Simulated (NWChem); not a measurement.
# SiH₂, singlet; SMILES [SiH2]

```xyz
3

Si     0.0000     0.0000     0.1809
H      1.0934     0.0000    -0.8898
H     -1.0934     0.0000    -0.8898
```
Atoms are numbered in this order, from 1.

Low-valent species are run as closed-shell singlets; no triplet was tried in these runs. All runs use the structure optimised with B3LYP/6-31G* (spherical d).

Task: Give the principal values of the shielding tensors (ppm) of Si1 from B3LYP/6-31G* (spherical d), GIAO (NWChem), with their diamagnetic and paramagnetic parts as GIAO splits them.

Result: 
```json
[
 {"atom": "Si1", "σ11": "-1649.3", "σ22": "-78.0", "σ33": "560.1", "isotropic": "-389.1", "diamagnetic": "876.3", "paramagnetic": "-1265.4"}
]
```
